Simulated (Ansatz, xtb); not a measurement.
**CH5BO: which of two isomers lies lower**

Structure a is `BOC`, a singlet and structure b is `CBO`, a singlet. Both are isolated molecules in the gas phase, relaxed with PBE0-D4/def2-TZVP; the shapes shown needn't be the lowest conformers.

a (Å):

```tsv
atom	x (Å)	y (Å)	z (Å)
C	0.2623	1.1482	1.2691
B	-1.9577	0.3921	0.7112
O	-0.6998	0.6731	0.3491
H	-2.3064	0.5409	1.8536
H	-2.6920	-0.0044	-0.1462
H	1.1013	0.4502	1.2942
H	0.6254	2.1200	0.9293
H	-0.1624	1.2464	2.2721
```

b (Å):

```json
{"atom": "C", "x (Å)": "-1.5032", "y (Å)": "0.6735", "z (Å)": "0.6934"}
{"atom": "B", "x (Å)": "-0.2400", "y (Å)": "1.3672", "z (Å)": "1.3041"}
{"atom": "O", "x (Å)": "0.7947", "y (Å)": "0.6885", "z (Å)": "1.8551"}
{"atom": "H", "x (Å)": "-2.4076", "y (Å)": "1.0342", "z (Å)": "1.1957"}
{"atom": "H", "x (Å)": "-1.4982", "y (Å)": "-0.4196", "z (Å)": "0.7444"}
{"atom": "H", "x (Å)": "-0.1236", "y (Å)": "2.5622", "z (Å)": "1.3138"}
{"atom": "H", "x (Å)": "-1.6182", "y (Å)": "0.9651", "z (Å)": "-0.3564"}
{"atom": "H", "x (Å)": "0.6741", "y (Å)": "-0.2654", "z (Å)": "1.8335"}
```

Q: Which of the two would you expect CCSD(T)/def2-TZVPP electronic energies to favour?

A: Structure b; the calculation gives E(b) − E(a) = −1.012 eV.

How the difference moves with the method:

```json
{"level": "GFN2-xTB", "geometry": "GFN2-xTB", "E(b) − E(a) (eV)": "−0.069", "departure from the last row (eV)": "+0.943", "job, with rough time for the two": "optimisation, 1.6 s"}
{"level": "HF/STO-3G", "geometry": "GFN2-xTB", "E(b) − E(a) (eV)": "−0.445", "departure from the last row (eV)": "+0.567", "job, with rough time for the two": "single point, 0.98 s"}
{"level": "r2SCAN-D4/def2-SVP", "geometry": "GFN2-xTB", "E(b) − E(a) (eV)": "−1.015", "departure from the last row (eV)": "−0.003", "job, with rough time for the two": "single point, 5.8 s"}
{"level": "PBE0-D4/def2-TZVP", "geometry": "PBE0-D4/def2-TZVP", "E(b) − E(a) (eV)": "−1.020", "departure from the last row (eV)": "−0.008", "job, with rough time for the two": "optimisation, 66 s"}
{"level": "HF/def2-TZVPP", "geometry": "PBE0-D4/def2-TZVP", "E(b) − E(a) (eV)": "−0.913", "departure from the last row (eV)": "+0.099", "job, with rough time for the two": "part of the CCSD(T) run"}
{"level": "MP2/def2-TZVPP", "geometry": "PBE0-D4/def2-TZVP", "E(b) − E(a) (eV)": "−1.064", "departure from the last row (eV)": "−0.052", "job, with rough time for the two": "part of the CCSD(T) run"}
{"level": "CCSD(T)/def2-TZVPP", "geometry": "PBE0-D4/def2-TZVP", "E(b) − E(a) (eV)": "−1.012", "departure from the last row (eV)": "", "job, with rough time for the two": "single point, 97 s"}
```

As drawn, b has 1 C–B, 1 O–H in place of 1 C–O, 1 B–H.

The levels shown agree on the order. The largest departure from CCSD(T)/def2-TZVPP is that of GFN2-xTB, 0.943 eV.

With harmonic frequencies from PBE0-D4/def2-TZVP (ideal gas, rigid rotor, one conformer each, 298.15 K, 1 atm): on the last row, ΔE + ΔZPE = −1.004, ΔH = −1.000, ΔG = −1.015 eV.

The correlated steps freeze 3 core orbitals. Programs: Ansatz 0.2.0, xtb 6.7.1; the last row on 2 threads of AMD EPYC (Zen 3) on a shared host.
